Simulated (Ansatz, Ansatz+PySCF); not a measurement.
```xyz
12

C     1.5065    0.0000    0.0000
C     0.7533    1.3047    0.0000
C    -0.7533    1.3047    0.0000
C    -1.5065    0.0000    0.0000
C    -0.7533   -1.3047    0.0000
C     0.7533   -1.3047    0.0000
H     2.6870    0.0000    0.0000
H     1.3435    2.3270    0.0000
H    -1.3435    2.3270    0.0000
H    -2.6870    0.0000    0.0000
H    -1.3435   -2.3270    0.0000
H     1.3435   -2.3270    0.0000
```

RHF on singlet C6H6 was run in several spherical basis sets with Ansatz (development build ahead of 0.2.0). Caution for RHF: an unrestricted determinant lies well below; in another basis set an unrestricted determinant lies well below.

**Question.** Rank the basis sets by the total energy that they give, lowest first, with the distance from the lowest.
A. 6-31G(d)
B. cc-pVDZ
C. def2-SVP

**Answer.** B (0.00 eV), A (0.78 eV), C (5.07 eV).

Totals follow the description of the cores as much as that of the bonds, so this order isn't one of quality for chemistry.
